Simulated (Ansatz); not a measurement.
Input file:

```yaml
crystal:
  periodic: [false, false, false]
  atoms:
    - {symbol: C, position_ang: [-0.007272, -0.000001, 1.189056]}
    - {symbol: S, position_ang: [-0.000232, 0.000000, -0.592809]}
    - {symbol: H, position_ang: [1.043518, 0.000004, 1.502027]}
    - {symbol: H, position_ang: [-0.474742, 0.898302, 1.593877]}
    - {symbol: H, position_ang: [-0.474733, -0.898309, 1.593876]}
basis:
  gaussian: {orbitals: cc-pVDZ}
magnetization: {spin_polarized: true, initial_magnetization: 3}
correlation: {method: ccsdt_q, electrons: outside_noble_gas}
```

```sh
$ ansatz run in.yaml --threads 1 --pin off --events-out ev --progress --plain --max-ram 2393MiB
```

Task: Roughly how long does this take on 1 thread of Arm Neoverse V1, shared host, and how much host memory?

Result: 43 s wall and 0.5 GiB.

```
900 factors; integrals over basis functions are off by at most 1.3e-7 eV
mean field evaluation 1: about -11887.1780 eV, gradient 1.5e1 eV
mean field evaluation 2: about -11887.2372 eV, gradient 1.5e1 eV
mean field evaluation 4: about -11888.9162 eV, gradient 2.5e0 eV
mean field evaluation 8: about -11889.0771 eV, gradient 2.8e-1 eV
mean field evaluation 16: about -11889.0823 eV, gradient 3.8e-6 eV
mean field evaluation 32: about -11886.6314 eV, gradient 3.3e0 eV
mean field evaluation 64: about -11886.4073 eV, gradient 2.0e-3 eV
mean field -11889.08233390 eV, -436.9157170615 hartree, gradient 3.8e-6 eV, S^2 3.757717; 2 other end points of the search recorded, 0 dependent functions left out
determinant -11889.08233390 eV, -436.9157170615 hartree, with singles and doubles -11896.72810676 eV, -437.1966940316 hartree
determinant -11886.72309758 eV, -436.8290167257 hartree, with singles and doubles -11894.57042674 eV, -437.1174007534 hartree
determinant -11886.40728577 eV, -436.8174108557 hartree, with singles and doubles -11893.84586815 eV, -437.0907737164 hartree
6 core orbitals not correlated: weight in the atoms' cores, before any rotation towards them, 1.000 or more for the frozen orbitals, at most 0.000 for the correlated occupied ones
reference -11889.08233390 eV, -436.9157170615 hartree; 8, 5 occupied and 33, 36 virtual orbitals, 900 factors
second order -6.68982525 eV of doubles, -0.00000000 eV of singles
cycle   1  -7.35707085 eV  change   -6.7e-1 eV  update   7.5e-2
cycle   2  -7.76576098 eV  change   -4.1e-1 eV  update   3.0e-2
cycle   3  -7.87292583 eV  change   -1.1e-1 eV  update   1.8e-2
cycle   4  -7.86214213 eV  change    1.1e-2 eV  update   9.6e-3
cycle   5  -7.86482753 eV  change   -2.7e-3 eV  update   6.5e-3
cycle   6  -7.86974145 eV  change   -4.9e-3 eV  update   3.7e-3
cycle   7  -7.86870510 eV  change    1.0e-3 eV  update   1.9e-3
cycle   8  -7.87024767 eV  change   -1.5e-3 eV  update   1.2e-3
cycle   9  -7.87020217 eV  change    4.6e-5 eV  update   4.0e-4
cycle  10  -7.86976642 eV  change    4.4e-4 eV  update   1.8e-4
cycle  11  -7.86996445 eV  change   -2.0e-4 eV  update   7.6e-5
cycle  12  -7.86999967 eV  change   -3.5e-5 eV  update   3.9e-5
cycle  13  -7.87000418 eV  change   -4.5e-6 eV  update   1.9e-5
cycle  14  -7.86998237 eV  change    2.2e-5 eV  update   1.1e-5
cycle  15  -7.86997264 eV  change    9.7e-6 eV  update   5.4e-6
cycle  16  -7.86997486 eV  change   -2.2e-6 eV  update   2.8e-6
cycle  17  -7.86997733 eV  change   -2.5e-6 eV  update   1.6e-6
cycle  18  -7.86997711 eV  change    2.2e-7 eV  update   7.8e-7
perturbative correction -0.01275602 eV, -0.0004687752 hartree
Total energy: -11896.96506704 eV, -437.2054021612 hartree
```
